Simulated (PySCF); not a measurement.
# How the method moves the HOMO and LUMO of `CO/C(C)=C/Cl`

Compound: C4H7ClO.
Z-matrix (Å and degrees, PBE0-D3(BJ)/def2-SVP geometry), rows numbered from 1:
```
C 
O   1  1.3994
C   2  1.3498  1  119.02
C   3  1.4885  2  111.13  1  -179.73
C   3  1.3467  2  123.14  1     0.20
Cl  5  1.7300  3  123.09  2   179.98
H   1  1.0973  2  106.81  3   179.82
H   1  1.1048  2  111.61  3   -61.07
H   1  1.1048  2  111.59  3    60.72
H   4  1.1010  3  109.67  2   -58.20
H   4  1.0952  3  111.30  2  -179.46
H   4  1.1011  3  109.71  2    59.33
H   5  1.0885  3  123.57  2     0.02
```

Basis pcSseg-1 throughout (PySCF), one geometry. Isolated species at its PBE0-D3(BJ)/def2-SVP geometry (one conformer only).

Task: How do the orbital energies, the gap and the dipole change with the method?

Result: 
```csv
method,kind,HOMO (eV),LUMO (eV),gap (eV),μ (D),SCF cycles
BLYP,GGA,-5.06,-0.18,4.87,1.97,15
OPBE,GGA,-5.18,-0.23,4.95,2.02,16
B97-D,GGA,-5.20,-0.25,4.95,2.01,15
PBE,GGA,-5.21,-0.32,4.89,2.01,16
KT3,GGA,-5.27,-0.29,4.98,1.96,16
KT2,GGA,-5.28,-0.30,4.97,1.99,16
BP86,GGA,-5.32,-0.42,4.90,2.03,15
LDA,LDA,-5.38,-0.53,4.85,2.04,15
B97-2,global hybrid,-6.18,0.58,6.76,2.04,14
B3LYP,global hybrid,-6.19,0.43,6.62,2.01,14
PBE0,global hybrid,-6.42,0.65,7.07,2.05,14
mPW1PW91,global hybrid,-6.46,0.62,7.07,2.05,14
BHandHLYP,global hybrid,-7.48,1.77,9.25,2.05,13
CAM-B3LYP,range-separated hybrid,-7.71,1.81,9.52,2.05,13
wB97X-D,range-separated hybrid,-8.27,2.43,10.69,2.11,14
LC-wPBE,range-separated hybrid,-9.05,2.92,11.97,2.12,14
HF,Hartree–Fock,-9.06,4.25,13.32,2.14,11
```

The HOMO spans 4.01 eV, from BLYP down to HF, and the gap runs from 4.85 eV (LDA) to 13.32 eV (HF). Over the methods BLYP (0 %), OPBE (0 %), B97-D (0 %), PBE (0 %), KT3 (0 %), KT2 (0 %), BP86 (0 %), LDA (0 %), B97-2 (21 %), B3LYP (20 %), PBE0 (25 %), mPW1PW91 (25 %), BHandHLYP (50 %), HF (100 %), a straight line through the gap against the share of exact exchange rises by 0.84 eV for each 10 % (correlation coefficient 1.000). The dipole ranges from 1.96 D (KT3) to 2.14 D (HF). This basis has no diffuse functions.
